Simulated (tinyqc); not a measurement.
Worked calculation (part 2 of 2): RHF in the sto-3g basis, for HF, spin multiplicity 1. Computed by tinyqc, a small Python program that keeps every step (integrals from PySCF). Command: `OMP_NUM_THREADS=1 python tinyqc.py 21318 21319 out.jsonl` (the two numbers bound the seeds that draw the settings). One thread of a shared host (Intel(R) Xeon(R) Processor @ 2.60GHz), about 0.06 s of CPU time with the checks.

Geometry (angstrom):
```
atom         x         y         z
F     0.000000  0.000000  0.000000
H     0.000000  0.000000  0.842000
```

## Iteration 8 (converged): orbitals

converged F (hartree), order 1F 1s, 1F 2s, 1F 2px, 1F 2py, 1F 2pz, 2H 1s:
$$\begin{pmatrix}
-25.883867 & -6.623027 & 0.000000 & 0.000000 & -0.027514 & -1.665306 \\
-6.623027 & -3.062712 & 0.000000 & 0.000000 & -0.133447 & -1.314353 \\
0.000000 & 0.000000 & -0.467578 & 0.000000 & 0.000000 & 0.000000 \\
0.000000 & 0.000000 & 0.000000 & -0.467578 & 0.000000 & 0.000000 \\
-0.027514 & -0.133447 & 0.000000 & 0.000000 & -0.421047 & -0.619572 \\
-1.665306 & -1.314353 & 0.000000 & 0.000000 & -0.619572 & -0.725113
\end{pmatrix}$$

X, order 1F 1s, 1F 2s, 1F 2px, 1F 2py, 1F 2pz, 2H 1s:
$$\begin{pmatrix}
1.023512 & -0.135876 & 0.000000 & 0.000000 & -0.009085 & 0.024985 \\
-0.135876 & 1.162004 & 0.000000 & 0.000000 & 0.102318 & -0.346481 \\
0.000000 & 0.000000 & 1.000000 & 0.000000 & 0.000000 & 0.000000 \\
0.000000 & 0.000000 & 0.000000 & 1.000000 & 0.000000 & 0.000000 \\
-0.009085 & 0.102318 & 0.000000 & 0.000000 & 1.074868 & -0.254340 \\
0.024985 & -0.346481 & 0.000000 & 0.000000 & -0.254340 & 1.210491
\end{pmatrix}$$

Diagonalise F' = X^T F X, C = X C', fill 5 alpha and 5 beta electrons from the bottom; D = 2 C_occ C_occ^T. Each column has its largest component positive (the first on a tie).

F' = X^T F X (hartree):
$$\begin{pmatrix}
-25.405992 & -3.416276 & 0.000000 & 0.000000 & -0.053397 & -0.281643 \\
-3.416276 & -1.698855 & 0.000000 & 0.000000 & 0.110790 & -0.674466 \\
0.000000 & 0.000000 & -0.467578 & 0.000000 & 0.000000 & 0.000000 \\
0.000000 & 0.000000 & 0.000000 & -0.467578 & 0.000000 & 0.000000 \\
-0.053397 & 0.110790 & 0.000000 & 0.000000 & -0.184590 & -0.628541 \\
-0.281643 & -0.674466 & 0.000000 & 0.000000 & -0.628541 & 0.001212
\end{pmatrix}$$

orbital energies (hartree): MO1 -25.893935, MO2 -1.498671, MO3 -0.606599, MO4 -0.467578, MO5 -0.467578, MO6 0.710980

coefficients C, order 1F 1s, 1F 2s, 1F 2px, 1F 2py, 1F 2pz, 2H 1s:
$$\begin{pmatrix}
0.994593 & -0.246052 & 0.090684 & 0.000000 & 0.000000 & 0.093622 \\
0.023546 & 0.913365 & -0.480950 & 0.000000 & 0.000000 & -0.658126 \\
0.000000 & 0.000000 & 0.000000 & 0.098885 & 0.995099 & 0.000000 \\
0.000000 & 0.000000 & 0.000000 & 0.995099 & -0.098885 & 0.000000 \\
0.003611 & 0.116386 & 0.712288 & 0.000000 & 0.000000 & -0.842418 \\
-0.006787 & 0.173358 & 0.493445 & 0.000000 & 0.000000 & 1.173484
\end{pmatrix}$$

D after iteration 8, order 1F 1s, 1F 2s, 1F 2px, 1F 2py, 1F 2pz, 2H 1s:
$$\begin{pmatrix}
2.115960 & -0.489863 & 0.000000 & 0.000000 & 0.079096 & -0.009316 \\
-0.489863 & 2.132207 & 0.000000 & 0.000000 & -0.472375 & -0.158286 \\
0.000000 & 0.000000 & 2.000000 & 0.000000 & 0.000000 & 0.000000 \\
0.000000 & 0.000000 & 0.000000 & 2.000000 & 0.000000 & 0.000000 \\
0.079096 & -0.472375 & 0.000000 & 0.000000 & 1.041827 & 0.743255 \\
-0.009316 & -0.158286 & 0.000000 & 0.000000 & 0.743255 & 0.547175
\end{pmatrix}$$

Within a degenerate level the vectors are fixed only up to a rotation; this is one choice.

## Convergence

Stop when the energy changes by less than 1e-10 hartree and every element of the error matrix X^T (F D S - S D F) X is below 3e-06.

Course of the cycle:
```
iteration   E (hartree)     change  largest element of the error matrix
1          -86.05322971          -                             1.34e+01
2          -98.21438388  -1.22e+01                             7.06e-01
3          -98.54258588  -3.28e-01                             1.37e-01
4          -98.55176010  -9.17e-03                             1.02e-02
5          -98.55183208  -7.20e-05                             1.94e-03
6          -98.55183699  -4.90e-06                             5.95e-04
7          -98.55183752  -5.35e-07                             1.44e-05
8          -98.55183752  -1.00e-10                             2.01e-08
```

PySCF RHF in the same basis = -98.55183752 hartree

Converged in 8 iterations.

## Populations, bond orders and dipole

overlap S, order 1F 1s, 1F 2s, 1F 2px, 1F 2py, 1F 2pz, 2H 1s:
$$\begin{pmatrix}
1.000000 & 0.237990 & 0.000000 & 0.000000 & 0.000000 & 0.059024 \\
0.237990 & 1.000000 & 0.000000 & 0.000000 & 0.000000 & 0.500654 \\
0.000000 & 0.000000 & 1.000000 & 0.000000 & 0.000000 & 0.000000 \\
0.000000 & 0.000000 & 0.000000 & 1.000000 & 0.000000 & 0.000000 \\
0.000000 & 0.000000 & 0.000000 & 0.000000 & 1.000000 & 0.373754 \\
0.059024 & 0.500654 & 0.000000 & 0.000000 & 0.373754 & 1.000000
\end{pmatrix}$$

Mulliken: Z minus the diagonal of D S on the atom; Loewdin: the same with S^(1/2) D S^(1/2); Mayer order: 2 sum_s sum (D(s) S)_ij (D(s) S)_ji over the two atoms.

Charges (e):
```
atom   Mulliken    Loewdin
1F    -0.254827  -0.176004
2H     0.254827   0.176004
```

Mayer bond orders:
```
pair     order
2-1   0.935063
```

dipole moment about the origin, x y z (debye): [0.000000, 0.000000, 1.363271]
